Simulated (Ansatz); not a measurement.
fcc Pd was calculated with PBEsol (plane waves, PAW; Ansatz, a quantum-chemistry and plane-wave program).

Numerical settings: plane-wave cutoff 500 eV, 20×20×1 k mesh (along the axes of the cell as run), Fermi–Dirac smearing 0.1 eV, scalar-relativistic PAW data made under PBE.

### Question
Estimate the surface energy of the (100) face and work function of the (100) face that the calculation returns.

### Answer

- surface energy of the (100) face = 1.94 J/m²
- work function of the (100) face = 5.21 eV

The slab of 8 atoms is relaxed and unreconstructed.

It cost very roughly 14 core-minutes of CPU time.
